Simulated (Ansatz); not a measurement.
Relaxed structures of C2H7N, singlet (PBE0-D4/def2-TZVP; forces vanish, vibrations not checked; lower isomers may exist, and structures with a doubtful reference or unclear bonds are left out; Å). Computed with Ansatz 0.2.0 (basis: def2-TZVPP); correlated methods freeze the cores.

**Question.** Rank them by CCSD(T) energy, lowest first, and give each one's height above the lowest. Links in brackets join atoms within 1.22 times the sum of their covalent radii (1.1 for two metals). (To be estimated.)
A.
C₂H₇N ([CH3][CH][NH3])
```
10
angstrom
C -0.5383 -0.2632 0.5703
N -0.8539 0.4137 -0.7407
C 0.9416 -0.5220 0.5460
H -1.8202 0.7255 -0.7346
H -0.7721 -0.2711 -1.4878
H -0.2522 1.2226 -1.0240
H -0.7641 0.5047 1.3204
H 1.2208 -1.3210 -0.1546
H 1.2696 -0.8551 1.5332
H 1.5745 0.3603 0.2819
```
B.
C₂H₇N (CNC)
```
10
angstrom
C -0.8567 0.4073 -0.7488
N -0.4599 -0.1744 0.5125
C 0.9458 -0.5039 0.5585
H -1.9106 0.6905 -0.7140
H -0.7407 -0.3348 -1.5445
H -0.2684 1.2951 -1.0389
H -0.6891 0.4569 1.2686
H 1.1583 -1.2948 -0.1671
H 1.2074 -0.8857 1.5475
H 1.6137 0.3437 0.3262
```
C.
C₂H₇N ([CH2][NH2][CH3])
```
10
angstrom
C -0.8979 0.4021 -0.7271
N -0.4529 -0.1477 0.5641
C 1.0203 -0.4736 0.5407
H -1.9527 0.6858 -0.6852
H -0.7477 -0.3629 -1.4871
H -0.2541 1.2488 -0.9545
H -0.5735 0.5711 1.2717
H 1.1009 -1.3496 -0.1169
H 1.2508 -0.8133 1.5590
H -1.1077 -0.9043 0.8185
```

**Answer.** By the calculation: B (0.0 kJ/mol), A (245.7 kJ/mol), C (255.9 kJ/mol). Heights count from the lowest.

No T1 diagnostic of these runs exceeds 0.012.

For scale, one of the runs: CCSD(T)/def2-TZVPP, 191 basis functions, launched by `ansatz run in.yaml --threads 2 --pin off --events-out ev --progress --plain --max-ram 4352MiB`. The run took 54 s on 2 CPU threads of an Arm Neoverse V1 (shared host), with 2.2 GiB of host memory at its peak.
